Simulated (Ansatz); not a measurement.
# C4H10S (isobutyl mercaptan) at 6 levels

We compute a comparison of 6 runs (HF/STO-3G, HF/cc-pVDZ-F12, B3LYP/6-31G*, PBE0/def2-SVP, B3LYP/aug-cc-pVDZ, CCSD/def2-SVP) of C4H10S (isobutyl mercaptan). 

The results are computed with Ansatz 0.2.0.

1 further run of the same task is left out (it didn't finish).

**1. The molecule**

C4H10S has 15 atoms, charge 0, and is taken as a singlet. SMILES: `CC(C)CS`. The coordinates come from a PBE0-D4/def2-TZVP relaxation. This is one conformer, not always the lowest.

Bond lengths: C1–C2 1.522 Å, C2–C3 1.522 Å, C2–C4 1.524 Å, C4–S5 1.818 Å, C1–H6 1.092 Å, C1–H7 1.095 Å, C1–H8 1.092 Å, C2–H9 1.097 Å, C3–H10 1.093 Å, C3–H11 1.095 Å, C3–H12 1.092 Å, C4–H13 1.091 Å, C4–H14 1.094 Å, S5–H15 1.341 Å. Some angles: C1–C2–C3 110.9°, C1–C2–C4 112.1°, C3–C2–C4 109.4°, C2–C4–S5 110.7°, C1–C2–H9 108.5°, C3–C2–H9 108.3°, C4–C2–H9 107.6°, C2–C1–H6 112.0°, C2–C1–H7 110.5°, C2–C1–H8 110.7°.

**2. Energy and gradient at HF/STO-3G (run 1)**

The input, molecule.yaml:

```yaml
crystal:
  periodic: [false, false, false]
  atoms:
    - symbol: C
      position_ang: [-1.056000, -0.674500, 0.878000]
    - symbol: C
      position_ang: [0.232300, -0.022700, 0.397700]
    - symbol: C
      position_ang: [1.263900, -1.075300, 0.015900]
    - symbol: C
      position_ang: [-0.002200, 0.908500, -0.785200]
    - symbol: S
      position_ang: [-1.078400, 2.294700, -0.308900]
    - symbol: H
      position_ang: [-1.799000, 0.064600, 1.183900]
    - symbol: H
      position_ang: [-1.499300, -1.281100, 0.081800]
    - symbol: H
      position_ang: [-0.862800, -1.330600, 1.729900]
    - symbol: H
      position_ang: [0.643000, 0.580300, 1.217100]
    - symbol: H
      position_ang: [2.207500, -0.619700, -0.294600]
    - symbol: H
      position_ang: [0.900500, -1.693400, -0.811100]
    - symbol: H
      position_ang: [1.472000, -1.739200, 0.858200]
    - symbol: H
      position_ang: [0.951100, 1.311200, -1.132100]
    - symbol: H
      position_ang: [-0.465300, 0.354500, -1.606500]
    - symbol: H
      position_ang: [-0.981000, 2.972600, -1.462400]
basis:
  gaussian: {orbitals: STO-3G}
hamiltonian: {xc: hf}
accuracy: high
output: {forces: true, orbitals: {seedname: orbitals}}
```

Started as:

```bash
$ ansatz run molecule.yaml --threads 1 --pin off --max-ram 2610MiB --events-out events.jsonl --progress --plain --runs-dir runs
```

The program printed (excerpt; [...] marks lines left out):

```text
Warning: RAYON_NUM_THREADS=1 ignored (pool sized by the plan → 1); use --threads N
Functional definition: HF
  name "HF"
[...]
857 factors; integrals over basis functions are off by at most 8.3e-9 eV
[...]
mean field -14929.06057351 eV, -548.6328567958 hartree, gradient 7.4e-8 eV, S^2 0.000000; 0 other end points of the search recorded, 0 dependent functions left out
[...]
reference -14929.06057351 eV, -548.6328567958 hartree; 25, 25 occupied and 14, 14 virtual orbitals, 857 factors
Total energy: -14929.06057351 eV, -548.6328567958 hartree
Atom 0 at    -1.056000    -0.674500     0.878000 Å, force    -1.160563    -0.746635     0.321610 eV/Å
Atom 1 at     0.232300    -0.022700     0.397700 Å, force     0.595449     0.650788     0.742487 eV/Å
Atom 2 at     1.263900    -1.075300     0.015900 Å, force     0.861624    -1.119280    -0.265567 eV/Å
Atom 3 at    -0.002200     0.908500    -0.785200 Å, force    -0.688695     1.239348    -0.831387 eV/Å
Atom 4 at    -1.078400     2.294700    -0.308900 Å, force     0.068631     0.127255    -0.279381 eV/Å
Atom 5 at    -1.799000     0.064600     1.183900 Å, force     0.269534    -0.132645    -0.082207 eV/Å
Atom 6 at    -1.499300    -1.281100     0.081800 Å, force     0.163355     0.200625     0.281536 eV/Å
Atom 7 at    -0.862800    -1.330600     1.729900 Å, force    -0.031752     0.196516    -0.234532 eV/Å
Atom 8 at     0.643000     0.580300     1.217100 Å, force    -0.101644    -0.219745    -0.169067 eV/Å
Atom 9 at     2.207500    -0.619700    -0.294600 Å, force    -0.306788    -0.071503     0.107764 eV/Å
Atom 10 at     0.900500    -1.693400    -0.811100 Å, force     0.116204     0.232735     0.271863 eV/Å
Atom 11 at     1.472000    -1.739200     0.858200 Å, force    -0.043962     0.189208    -0.213433 eV/Å
Atom 12 at     0.951100     1.311200    -1.132100 Å, force    -0.082826    -0.251969    -0.038762 eV/Å
Atom 13 at    -0.465300     0.354500    -1.606500 Å, force     0.277927     0.044196     0.093089 eV/Å
Atom 14 at    -0.981000     2.972600    -1.462400 Å, force     0.063504    -0.338894     0.295989 eV/Å
Dipole moment:     0.119024    -0.072181    -0.151320 e Å
```

Wall time 3.6 s (1 thread of AMD EPYC (Zen 3), shared host); peak memory 0.11 GiB.

**3. Energy and forces at HF/cc-pVDZ-F12 (run 2)**

The input, run.yaml:

```yaml
basis:
  gaussian:
    orbitals: cc-pVDZ-F12.json
crystal:
  periodic: [false, false, false]
  atoms:
    - {symbol: C, position_ang: [-1.056000, -0.674500, 0.878000]}
    - {symbol: C, position_ang: [0.232300, -0.022700, 0.397700]}
    - {symbol: C, position_ang: [1.263900, -1.075300, 0.015900]}
    - {symbol: C, position_ang: [-0.002200, 0.908500, -0.785200]}
    - {symbol: S, position_ang: [-1.078400, 2.294700, -0.308900]}
    - {symbol: H, position_ang: [-1.799000, 0.064600, 1.183900]}
    - {symbol: H, position_ang: [-1.499300, -1.281100, 0.081800]}
    - {symbol: H, position_ang: [-0.862800, -1.330600, 1.729900]}
    - {symbol: H, position_ang: [0.643000, 0.580300, 1.217100]}
    - {symbol: H, position_ang: [2.207500, -0.619700, -0.294600]}
    - {symbol: H, position_ang: [0.900500, -1.693400, -0.811100]}
    - {symbol: H, position_ang: [1.472000, -1.739200, 0.858200]}
    - {symbol: H, position_ang: [0.951100, 1.311200, -1.132100]}
    - {symbol: H, position_ang: [-0.465300, 0.354500, -1.606500]}
    - {symbol: H, position_ang: [-0.981000, 2.972600, -1.462400]}
total_charge: 0
hamiltonian:
  xc: hf
  pseudopotentials: {relativity: none}
output: {forces: true}
```

The basis set cc-pVDZ-F12 is read from a file made from the Basis Set Exchange's data (not shown).

Started as:

```bash
$ ansatz run run.yaml --threads 1 --pin off --max-ram 2610MiB --events-out events.jsonl --progress --plain --runs-dir runs
```

The program printed (excerpt; [...] marks lines left out):

```text
Warning: RAYON_NUM_THREADS=1 ignored (pool sized by the plan → 1); use --threads N
Functional definition: HF
  name "HF"
[...]
2103 factors; their error is unknown
[...]
mean field -15099.45806244 eV, -554.8948490145 hartree, gradient 1.3e-5 eV, S^2 0.000000; 0 other end points of the search recorded, 0 dependent functions left out
[...]
reference -15099.45806244 eV, -554.8948490145 hartree; 25, 25 occupied and 224, 224 virtual orbitals, 2103 factors
Total energy: -15099.45806244 eV, -554.8948490145 hartree
Atom 0 at    -1.056000    -0.674500     0.878000 Å, force    -0.461834    -0.236117     0.182372 eV/Å
Atom 1 at     0.232300    -0.022700     0.397700 Å, force     0.238306     0.263342     0.349763 eV/Å
Atom 2 at     1.263900    -1.075300     0.015900 Å, force     0.341790    -0.385219    -0.093712 eV/Å
Atom 3 at    -0.002200     0.908500    -0.785200 Å, force     0.181314    -0.086392    -0.455875 eV/Å
[...]
Atom 5 at    -1.799000     0.064600     1.183900 Å, force     0.226148    -0.270871    -0.061438 eV/Å
Atom 6 at    -1.499300    -1.281100     0.081800 Å, force     0.103613     0.155451     0.231505 eV/Å
Atom 7 at    -0.862800    -1.330600     1.729900 Å, force    -0.058600     0.180712    -0.229849 eV/Å
Atom 8 at     0.643000     0.580300     1.217100 Å, force    -0.118674    -0.216246    -0.249336 eV/Å
Atom 9 at     2.207500    -0.619700    -0.294600 Å, force    -0.257029    -0.131257     0.092741 eV/Å
Atom 10 at     0.900500    -1.693400    -0.811100 Å, force     0.119360     0.159210     0.223069 eV/Å
Atom 11 at     1.472000    -1.739200     0.858200 Å, force    -0.039294     0.177994    -0.234538 eV/Å
Atom 12 at     0.951100     1.311200    -1.132100 Å, force    -0.366793    -0.117024     0.111800 eV/Å
Atom 13 at    -0.465300     0.354500    -1.606500 Å, force     0.162626     0.242420     0.272411 eV/Å
Atom 14 at    -0.981000     2.972600    -1.462400 Å, force    -0.085815    -0.147723     0.415123 eV/Å
Dipole moment:     0.218569    -0.205911    -0.179241 e Å
```

Run time: 20 s. Hardware: 1 thread of AMD EPYC (Zen 3), shared host; peak memory 0.91 GiB.

Runs 3 to 5 aren't shown in full; the table further down has their settings and results.

**4. Energy and forces at CCSD/def2-SVP (run 6)**

The input, job.yaml:

```yaml
crystal:
  periodic: [false, false, false]
  atoms:
    - {symbol: C, position_ang: [-1.056000, -0.674500, 0.878000]}
    - {symbol: C, position_ang: [0.232300, -0.022700, 0.397700]}
    - {symbol: C, position_ang: [1.263900, -1.075300, 0.015900]}
    - {symbol: C, position_ang: [-0.002200, 0.908500, -0.785200]}
    - {symbol: S, position_ang: [-1.078400, 2.294700, -0.308900]}
    - {symbol: H, position_ang: [-1.799000, 0.064600, 1.183900]}
    - {symbol: H, position_ang: [-1.499300, -1.281100, 0.081800]}
    - {symbol: H, position_ang: [-0.862800, -1.330600, 1.729900]}
    - {symbol: H, position_ang: [0.643000, 0.580300, 1.217100]}
    - {symbol: H, position_ang: [2.207500, -0.619700, -0.294600]}
    - {symbol: H, position_ang: [0.900500, -1.693400, -0.811100]}
    - {symbol: H, position_ang: [1.472000, -1.739200, 0.858200]}
    - {symbol: H, position_ang: [0.951100, 1.311200, -1.132100]}
    - {symbol: H, position_ang: [-0.465300, 0.354500, -1.606500]}
    - {symbol: H, position_ang: [-0.981000, 2.972600, -1.462400]}
basis:
  gaussian: {orbitals: def2-SVP}
accuracy: high
correlation: {method: ccsd, frozen_orbitals: {C: 1, H: 0, S: 5}}
scf: {omitted_lower_state_checks: [cluster_reference, increment]}
output: {forces: true, orbitals: {seedname: orbitals}}
```

Started as:

```bash
$ ansatz run job.yaml --threads 1 --pin off --max-ram 2610MiB --events-out events.jsonl --progress --plain --runs-dir runs
```

The program printed:

```text
Warning: RAYON_NUM_THREADS=1 ignored (pool sized by the plan → 1); use --threads N
[... 11 lines left out ...]
9 core orbitals not correlated: weight in the atoms' cores, before any rotation towards them, 1.000 or more for the frozen orbitals, at most 0.000 for the correlated occupied ones
[... 24 lines left out ...]
Total energy: -15112.54827541 eV, -555.3759054683 hartree
[... 15 lines left out ...]
Dipole moment:     0.180570    -0.137638    -0.184554 e Å
Checks for a lower state left out: cluster_reference, increment
```

Wall time 7.1 min (1 thread of AMD EPYC (Zen 3), shared host); peak memory 2.2 GiB.

**5. Overview of the runs**

```csv
run,level,accuracy,frozen core orbitals,energy (Eh),dipole moment (D),HOMO energy (eV),LUMO energy (eV),wall time
1,HF/STO-3G,high,–,-548.632857,0.99,-6.93,12.45,3.6 s
2,HF/cc-pVDZ-F12,medium,–,-554.894849,1.68,–,–,20 s
3,B3LYP/6-31G* (spherical functions),high,–,-556.633531,1.69,-6.29,0.87,25 s
4,PBE0/def2-SVP,high,–,-556.064903,1.54,-6.51,0.98,53 s
5,B3LYP/aug-cc-pVDZ,high,–,-556.678256,1.58,-6.48,-0.44,2.4 min
6,CCSD/def2-SVP,high,9,-555.375905,1.41,-9.49,4.26,7.1 min
```

**6. What came out**

| quantity | value |
| --- | --- |
| run 6: total energy | -555.37591 Eh |
| run 6: dipole moment (correlated density) | 1.41 D |
| run 6: HOMO energy (Hartree–Fock orbitals) | -9.49 eV |
| run 6: LUMO energy (Hartree–Fock orbitals) | 4.26 eV |
| run 6: HOMO–LUMO gap (Hartree–Fock orbitals) | 13.75 eV |
| run 6: correlation energy (9 core orbitals frozen) | -788.2 mEh |
| run 6: T1 diagnostic | 0.007 |
| run 6: largest force on an atom | 0.382 eV/Å |

In words: The dipole moment (its size) runs from 0.99 D (HF/STO-3G) to 1.69 D (B3LYP/6-31G*). The two ends differ in method and basis. Over runs 1, 3, 4, 5 the HOMO–LUMO gap runs from 6.04 eV (B3LYP/aug-cc-pVDZ) to 19.38 eV (HF/STO-3G). Totals of different functionals can't be ranked against each other. In run 1 the basis is minimal, so the values are rough. All runs together took 11 min, the longest 7.1 min.
